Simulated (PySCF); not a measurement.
One ligand Y is varied and pulled off as a radical: Zn(NH2)1–Y. All species are isolated molecules in the gas phase. One relaxed conformer stands for each flexible species; it need not be the lowest. Multiplicities are imposed; where one is given, others were not computed. Strings in code marks are SMILES.

These are PySCF 2.14.0 with TPSS-D3(BJ)/def2-TZVP // TPSS-D3(BJ)/def2-SVP values and carry that method's errors. 

```csv
species,highest occupied spin orbital (eV)
ligand removed as a radical ([Zn(NH2)]),-4.73
free radical NH2 (`[NH2]`),-7.32
free radical CH3 (`[CH3]`),-5.50
free radical N(CH3)2 (`C[N]C`),?
```

Task: What belongs in the gaps?

Result: 
- free radical N(CH3)2 (`C[N]C`), highest occupied spin orbital (eV): -5.79
